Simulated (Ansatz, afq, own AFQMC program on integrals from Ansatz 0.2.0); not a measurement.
Breaking Ge1–H2 in GeH₄, singlet

```csv
atom,x (Å),y (Å),z (Å)
Ge,0.0001,0.0001,0.0000
H,1.1502,-0.7577,0.6818
H,-1.2410,-0.0300,0.9058
H,-0.3298,-0.6703,-1.3430
H,0.4206,1.4580,-0.2445
```

Products: GeH$_{3}$ (doublet; GeH3) and H (doublet), each relaxed with PBE0/def2-SVP like the molecule; electronic energies without zero-point terms. Determinants: RHF, UHF and UHF in that order.

Basis def2-TZVP. Only valence electrons are correlated. Integrals, coupled cluster, full CI and functionals: Ansatz 0.2.0; the random walks run on the same integrals in our own AFQMC program. ph-AFQMC/CISD is guided by a CISD state made of CCSD amplitudes; releasing the constraint for a short imaginary time cuts its bias at the price of noise, slowly where states lie close. Free projection: walkers drawn from exp(T), propagated without any constraint. Its projection time is finite, and what remains of the start isn't in its error. Uncertainties: one standard error, sampling alone. No spin–orbit coupling. The errors of all members are added in quadrature.

No full CI on the walks' own integrals is used here; CCSDT(Q) serves as the reference and is uncertain by about the last step of the cluster series. Each member takes its own surest rung, up to full CI.

Errors are counted within def2-TZVP, not against nature.

Cautions: inner d shell frozen; no relativity below Rb; no spin-orbit coupling.

Reference (CCSDT(Q)): 3.757 eV.

```tsv
level	bond energy (eV)	error against CCSDT(Q) (eV)
HF	2.996	-0.761
MP2	3.636	-0.122
CCSD	3.749	-0.008
CCSD(T)	3.758	0.000
CCSDT	3.757	0.000
ph-AFQMC/HF	3.768 ± 0.024	0.011 ± 0.024
ph-AFQMC/CISD	3.761 ± 0.002	0.004 ± 0.002
released AFQMC	3.755 ± 0.001	-0.002 ± 0.001
free AFQMC	3.758 ± 0.002	0.001 ± 0.002
```

Correlation beyond CCSD(T) changes it by less than 2 meV. The perturbative (T) step is worth +0.009 eV.

Free projections are given only where their last times agree within the noise and don't stop above the reference; a slow remainder of the start can still hide under it. Released energies are given only where the last usable release times agree within the noise; a slower fall can still hide under it.
